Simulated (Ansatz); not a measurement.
Worked example: the interaction energy

The pair of NH₃ (SMILES N, atoms 1–4) and N₂ (SMILES N#N, atoms 5–6), both closed shells, in one local arrangement (a lower one may exist), relaxed at PBE0-D4/def2-TZVP:

```
6
angstrom
N 0.0863 0.2534 -1.0435
H -0.1719 -0.6608 -0.6925
H -0.6798 0.5777 -1.6209
H 0.8840 0.1238 -1.6535
N -0.1838 -0.5715 2.1876
N 0.0652 0.2774 2.8230
```

Both fragments are computed in the basis of the whole pair.

Computed with Ansatz 0.2.0 (basis: def2-TZVPPD and def2-QZVPPD); correlated methods freeze the cores.

Energies in eV:

| quantity | pair | first fragment | second fragment |
| --- | --- | --- | --- |
| Hartree–Fock, triple zeta (X = 3) | -4495.63841 | -1529.87770 | -2965.76756 |
| Hartree–Fock, quadruple zeta (X = 4) | -4495.82375 | -1529.94850 | -2965.88208 |
| MP2 correlation, X = 3 | -16.58196 | -6.43785 | -10.10817 |
| MP2 correlation, X = 4 | -17.66639 | -6.85316 | -10.77571 |
| CCSD(T) correlation, X = 3 | -17.60027 | -6.98617 | -10.58104 |

(1) Work out the interaction energy at the basis limit: extrapolate Hartree–Fock as E(X) = E∞ + A exp(−7.88 √X) and the MP2 correlation as E(X) = E∞ + B X^−2.97 (the exponents that Neese and Valeev fitted for def2-TZVPP and QZVPP, reused here for the diffuse sets), then add CCSD(T) − MP2 in triple zeta.

The T1 diagnostic stays at or below 0.014.

Answers

(1) Each step is linear, so take the differences first (pair − first fragment − second fragment): Hartree–Fock 0.00685 (X = 3) and 0.00683 (X = 4); MP2 correlation -0.03594 and -0.03752; CCSD(T) correlation -0.03306.
Two points give E∞ = E(4) + w [E(4) − E(3)], with w = 1/(exp(7.88 (2 − √3)) − 1) = 0.1377 for Hartree–Fock and w = 1/((4/3)^2.97 − 1) = 0.7407 for the correlation.
Hartree–Fock: 0.00683 + 0.1377 × (-0.00002) = 0.0068 eV.
MP2 correlation: -0.03752 + 0.7407 × (-0.00158) = -0.0387 eV.
CCSD(T) − MP2: -0.03306 − (-0.03594) = 0.0029 eV.
Sum: 0.0068 + (-0.0387) + 0.0029 = -0.0290 eV, or -0.67 kcal/mol. Plain CCSD(T) in triple zeta gives -0.0262 eV, so the larger basis shifts the result by -0.0028 eV.

For scale, one of the runs: CCSD(T)/def2-TZVPPD, 162 basis functions, launched by `ansatz run in.yaml --threads 2 --pin off --events-out ev --progress --plain --max-ram 5222MiB`. Time: 26 s of wall clock on 2 CPU threads of an Intel Xeon Platinum 8488C; the host was shared. Peak host memory: 1.3 GiB.
